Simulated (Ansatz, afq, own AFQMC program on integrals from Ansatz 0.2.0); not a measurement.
# Si2H3, doublet → Si₂H₃⁺, singlet

```yaml
atoms:
  - { symbol: Si, position_ang: [0.0000, 0.0235, 1.0897] }
  - { symbol: Si, position_ang: [0.0000, -0.0769, -1.1897] }
  - { symbol: H, position_ang: [0.0000, 1.2166, 1.9857] }
  - { symbol: H, position_ang: [0.0000, -1.1800, 1.9697] }
  - { symbol: H, position_ang: [0.0000, 1.4507, -1.1705] }
```

Connectivity, by distances: SiH2–SiH.

E(singlet, charge +1) − E(doublet, charge +0) at this geometry, on UHF and RHF determinants.

Basis aug-cc-pVDZ. Noble-gas cores (and the filled d shells of Ga–Kr and In–Xe) are frozen. AFQMC by an in-house program on the Cholesky factors that Ansatz 0.2.0 writes for its CCSD(T) run. ph-AFQMC/CISD is guided by a CISD state made of CCSD amplitudes; releasing the constraint for a short imaginary time cuts its bias at the price of noise, slowly where states lie close. ± is one standard error of the sampling. The errors of all members are added in quadrature.

No full CI on the walks' own integrals is used here; CCSDT(Q) serves as the reference and is uncertain by about the last step of the cluster series. Each member takes its own surest rung, up to full CI.

The best estimate is CCSD(T) at the basis-set limit (CBS: def2-TZVPP and def2-QZVPP, with their diffuse functions for anions and beside diffuse sets, CCSD(T) itself extrapolated) plus the step from CCSD(T) to CCSDT(Q) in aug-cc-pVDZ. Rows without CBS are in aug-cc-pVDZ, the functionals in def2-TZVP; B2PLYP and the wave-function rows carry a basis error of their own. Core correlation and relativity beyond core potentials are missing, and ± holds the sampling alone.

Cautions: Si₂H₃ (doublet): the released energies are still falling, so no released level is given (meV from the phaseless value at times in 1/Eh: -5 ± 4 at 0.24, -11 ± 3 at 0.51, -16 ± 3 at 0.99, -23 ± 3 at 1.62, -26 ± 4 at 2.40), though the last usable value meets CCSDT(Q) within the noise, its ph-AFQMC/CISD value lies 23 ± 5 meV above CCSDT(Q); Si₂H₃⁺ (singlet): restricted determinant unstable towards unrestricted (UHF 267 meV lower, ⟨S²⟩ 0.68), the released energies are still falling, so no released level is given (meV from the phaseless value at times in 1/Eh: -2 ± 3 at 0.24, -4 ± 4 at 0.51, -7 ± 4 at 0.99, -10 ± 4 at 1.62, -14 ± 4 at 2.40), though the last usable value meets CCSDT(Q) within the noise.

```json
{"level": "HF", "vertical ionization energy (eV)": "7.774"}
{"level": "wB97M-V", "vertical ionization energy (eV)": "8.317"}
{"level": "MP2", "vertical ionization energy (eV)": "8.315"}
```

Task: From these cheaper values, estimate the vertical ionization energy at the level of the best estimate.

Result: 8.457 eV (best estimate, highest rung CCSDT(Q)).

```csv
level,vertical ionization energy (eV),error against the best estimate (eV)
CCSD,8.270,-0.187
CCSD(T),8.332,-0.125
CCSDT,8.341,-0.116
CCSDT(Q),8.345,-0.112
ph-AFQMC/CISD,8.334 ± 0.006,-0.123 ± 0.006
HF/CBS,7.769,-0.688
MP2/CBS,8.404,-0.053
CCSD(T)/CBS,8.444,-0.013
```

Correlation beyond CCSD(T) adds 0.013 eV. Going to the basis-set limit adds 0.112 eV at CCSD(T). The perturbative (T) step is worth +0.062 eV.

Best estimates are given only where the step beyond CCSD(T) is under 0.3 eV and no member's determinant is very poor (T1 over 0.05, or 0.07 for open shells, ⟨S²⟩ too high by 0.3, two states mixed), so the hardest cases are missing from such tables.

The functionals ran in a triple-zeta set and keep a basis error of their own, a few kJ/mol for each bond in atomization energies and more for double hybrids, so close places among them and the extrapolated levels can swap.

CCSDT and higher add their correlation energy to the determinant of the CCSD(T) run, since their own runs factorise the integrals more tightly (a shift of under 2 meV). Each member of a difference takes its own highest rung, so a best estimate needn't equal the limit plus the step of one row. A walk keeps the symmetry of its determinant, which the program's search chose and which needn't be the lowest solution, so a lower state of the same spin and another symmetry isn't excluded.
